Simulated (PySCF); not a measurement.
# Frontier orbitals and the lowest excitations

N-methylmethanimine, C₂H₅N.
SMILES with atom numbers: `[CH2:1]=[N:2][CH3:3]` (hydrogens: H4, H5 on C1; H6, H7, H8 on C3)

Cartesian coordinates in Å at the GFN2-xTB level; atoms count from 1:
```xyz
8
C2H5N angstrom
C      1.2430   -0.1772    0.3642
N      0.1316   -0.7140    0.1696
C     -0.9880    0.0673   -0.2481
H      2.0684   -0.7978    0.6801
H      1.4466    0.8935    0.2360
H     -0.7612    1.1350   -0.3757
H     -1.3534   -0.3447   -1.1895
H     -1.7778   -0.0528    0.4944
```

Method: TDDFT B3LYP/def2-SVPD, vertical, gas phase, core orbitals frozen in the response in PySCF.

Kohn–Sham orbitals with the atoms that hold most of them (Löwdin shares over 4%, at most four atoms; ? is withheld):

```csv
orbital,ε (eV),atoms
LUMO+2,1.38,"C1 23%, C3 17%, H4 16%, H5 15%"
LUMO+1,0.65,"C3 30%, C1 25%, H6 10%, H5 9%"
LUMO,-0.53,"C1 38%, N2 37%, H5 9%, H4 8%"
HOMO,?,?
HOMO-1,-8.56,?
HOMO-2,-10.53,"C3 32%, C1 20%, H6 11%, H4 10%"
HOMO-3,-12.10,"C3 40%, N2 19%, H8 15%, H7 15%"
```

(1) Give the leading atoms of the HOMO.

(2) Which atoms hold the HOMO-1, and with what shares?

(3) What is the HOMO energy, and the HOMO–LUMO gap?

Results:

(1) N2 (bonded to 2 C) 60%; C1 (bonded to N and 2 H) 14%; C3 (bonded to N and 3 H) 11%; H5 (bonded to C) 6%. By element: nitrogen 60%, carbon 24%, hydrogen 6% or more.

(2) N2 (bonded to 2 C) 37%; C1 (bonded to N and 2 H) 32%; C3 (bonded to N and 3 H) 14%; H8 (bonded to C) 6%. By element: carbon 46%, nitrogen 37%, hydrogen 6% or more.

(3) ε(HOMO) = -7.00 eV; the gap is 6.47 eV (0.2378 hartree).

Problem. How does S1 compare with the orbital gap of 6.47 eV?

Solution. S1 is at 4.87 eV (f = 0.0010), 1.60 eV below the gap, made of HOMO→LUMO (100%). 

Problem. One configuration dominates each of S1, S2, S4, S5 and S7. Which, and how do the shares of the two leading atoms of either orbital change from the occupied to the empty one?

Solution. 
- S1 (4.87 eV, f 0.0010), HOMO→LUMO (100%): N2 60% → 37%, C1 14% → 38%
- S2 (6.73 eV, f 0.030), HOMO→LUMO+1 (98%): N2 60% → at most 10%, C1 14% → 25%, C3 11% → 30%
- S4 (7.95 eV, f 0.234), HOMO-1→LUMO (83%): N2 37% → 37%, C1 32% → 38%
- S5 (8.19 eV, f 0.0002), HOMO-1→LUMO+1 (99%): N2 37% → at most 10%, C1 32% → 25%, C3 14% → 30%
- S7 (8.54 eV, f 0.0006), HOMO-2→LUMO (98%): C3 32% → at most 8%, C1 20% → 38%, N2 at most 10% → 37%
